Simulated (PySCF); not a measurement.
**Si2, triplet in STO-3G: errors against full CI**

Geometry: MP2(full)/6-31G*, from the G2/97 set.

```tsv
atom	x (Å)	y (Å)	z (Å)
Si	0.0000	0.0000	0.0000
Si	0.0000	0.0000	2.2601
```

Basis STO-3G; PySCF 2.14.0. Only valence electrons are correlated (noble-gas cores frozen), which leaves 8 electrons in 8 orbitals. Prefix R: restricted or restricted open-shell reference; prefix U: unrestricted.

Full CI is exact within this basis and frozen core; it isn't the basis-set limit. The frozen core follows each run's orbitals, which can shift R against U totals by a few meV.

The RHF row is the lowest restricted solution found. The determinant for coupled cluster was chosen by trial CCSD, here up to 0.21 eV above the lowest Hartree–Fock solution of its kind, and MP2 stands on that determinant too.

```
UHF ⟨S²⟩                            : 2.002
⟨S²⟩ of the determinant under UCCSD : 2.002
T1 diagnostic (RCCSD)               : 0.0102
largest doubles amplitude (RCCSD)   : 0.196
T1 diagnostic (UCCSD)               : 0.0083
```

| level | E − E(full CI) (kcal/mol) | share of correlation (%) | wall time |
| --- | --- | --- | --- |
| RHF | 56.95 | 0.00 | – |
| RMP2 | 13.04 | 77.10 | – |
| UMP2 | 12.99 | 77.20 | – |
| RCCSD | 2.99 | 94.74 | – |
| UCCSD | 2.99 | 94.75 | – |
| RCCSD(T) | 1.28 | 97.75 | 0.57 s |
| UCCSD(T) | 1.30 | 97.72 | 0.38 s |
| RCCSDT | 0.68 | 98.80 | 0.45 s |
| UCCSDT | 0.70 | 98.77 | 0.51 s |

The correlation energy at full CI, counted from RHF, is -2.470 eV. That run took 0.19 s on 1 thread of Intel Xeon, shared host over 388 determinants.

Run but not shown, since their state or frozen core can't be matched to the reference's or they repeat it: UHF.

Times are those of the correlated step on a shared host, with one SCF added for the restricted CCSD run; they ran on 1 thread of Intel Xeon.

The full-CI state has the irrep B1g of D2h, in the program's axes (one component, if the state is degenerate).

Natural occupations of full CI about the gap: 1.975 1.956 1.944 0.951 0.951 0.086 0.086 0.051; effectively unpaired electrons, Σ n²(2−n)², 2.08.

Atomization energy (electronic, same basis, no zero-point term; atoms at the same level, unrestricted beside the R rows where the molecule is a closed shell; the atoms' step beyond CCSDT comes from their full CI) at full CI: 345.4 kJ/mol. Errors of other levels:

```
   level  error (kJ/mol)
     RHF          -167.9
    RMP2           -22.5
    UMP2           -22.3
   RCCSD           -12.5
   UCCSD           -12.5
RCCSD(T)            -5.4
UCCSD(T)            -5.5
  RCCSDT            -2.9
  UCCSDT            -3.0
```

This basis is far from its limit, so the value isn't to be set against a measured one.
